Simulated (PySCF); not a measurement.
# C4H4O: the cost of one run

Computed with PySCF 2.14.0. Level: levels as typed in each script, gas phase, geometry from GFN2-xTB.

**1. The starting structure**

SMILES `O=CC1C=C1`, 9 atoms, charge 0, spin multiplicity 1.

Bond lengths: O1–C2 1.203 Å, C2–C3 1.467 Å, C2–H6 1.112 Å, C3–C4 1.519 Å, C3–C5 1.519 Å, C3–H7 1.087 Å, C4–C5 1.290 Å, C4–H8 1.061 Å, C5–H9 1.061 Å. Angles: O1–C2–C3 125.4°, O1–C2–H6 121.2°, C3–C2–H6 113.3°, C2–C3–C4 119.2°, C2–C3–C5 119.2°, C2–C3–H7 114.5°, C4–C3–C5 50.2°, C4–C3–H7 119.5°, C5–C3–H7 119.5°, C3–C4–C5 64.9°, C3–C4–H8 141.9°, C5–C4–H8 153.2°, C3–C5–C4 64.9°, C3–C5–H9 141.9°, C4–C5–H9 153.2°.

Geometry (Å):

```xyz
9
charge 0, multiplicity 1
O     2.1009   -0.0001   -0.0834
C     0.9768    0.0003    0.3445
C    -0.2429   -0.0003   -0.4698
C    -1.5025   -0.6448    0.0829
C    -1.5024    0.6449    0.0824
H     0.7760    0.0006    1.4381
H    -0.0686   -0.0010   -1.5423
H    -1.9445   -1.5912    0.2662
H    -1.9443    1.5915    0.2649
```

**2. Localised orbitals (wB97X/def2-svp)**

The input, input.py:

```python
import numpy as np
from pyscf import gto, scf, dft, lo
from pyscf.data.elements import chemcore

def solve(mol, dm0=None, hcore=None):
    mf = (dft.UKS if mol.spin else dft.RKS)(mol, xc='wb97x')
    mf.grids.level = 3
    mf = mf.density_fit(auxbasis='def2-universal-jkfit')
    mf.conv_tol, mf.max_cycle = 1e-8, 80
    if hcore is not None:
        mf.get_hcore = lambda *args: hcore
    mf.kernel(dm0)
    if not mf.converged:
        mf = mf.newton().run(mf.mo_coeff, mf.mo_occ, max_cycle=30)
    assert mf.converged, 'SCF not converged'
    return mf

mol = gto.M(atom='''
O      2.10093    -0.00008    -0.08343
C      0.97677     0.00028     0.34454
C     -0.24288    -0.00030    -0.46980
C     -1.50249    -0.64476     0.08294
C     -1.50241     0.64490     0.08242
H      0.77604     0.00057     1.43805
H     -0.06859    -0.00102    -1.54229
H     -1.94452    -1.59117     0.26619
H     -1.94432     1.59151     0.26492
''', basis='def2-svp', charge=0, spin=0, verbose=4)
mf = solve(mol)
occ_all = mf.mo_coeff[:, mf.mo_occ > 0]
occ = occ_all[:, chemcore(mol):]
pm = lo.PM(mol, occ, pop_method='meta_lowdin')
loc = pm.kernel()
for _ in range(5):
    new, stable = pm.stability_jacobi(return_status=True)
    if stable:
        break
    loc = pm.kernel(new)
fock, s = mf.get_fock(), mf.get_ovlp()
ortho = lo.orth_ao(mol, 'meta_lowdin')
labels = mol.ao_labels(fmt=None)
vir = loc[:, :0]
both = np.hstack([loc, vir])
p = (ortho.T @ s @ both) ** 2
pop = np.array([p[[l[0] == a for l in labels]].sum(0) for a in range(mol.natm)])
spd = np.array([[p[[l[0] == a and l[2][-1] == k for l in labels]].sum(0) for k in 'spd'] for a in range(mol.natm)])
eps = np.einsum('pi,pq,qi->i', both, fock, both)
for i in np.argsort(eps):
    top = np.argsort(-pop[:, i])[:3]
    print('%3d %s %9.4f Eh ' % (i + 1, 'occ' if i < loc.shape[1] else 'vir', eps[i]), '  '.join('%s%d %.3f' % (mol.atom_symbol(a), a + 1, pop[a, i]) for a in top))
np.savez('result.npz', c=both, nocc=loc.shape[1], pop=pop, spd=spd, eps=eps, e=mf.e_tot)
```

Launch:

```sh
> OMP_NUM_THREADS=1 python input.py
```

Q: Estimate wall time and peak memory on 1 thread of Intel Xeon Platinum 8488C (Sapphire Rapids), shared host.

About 7.3 s, with a peak of 0.4 GiB.
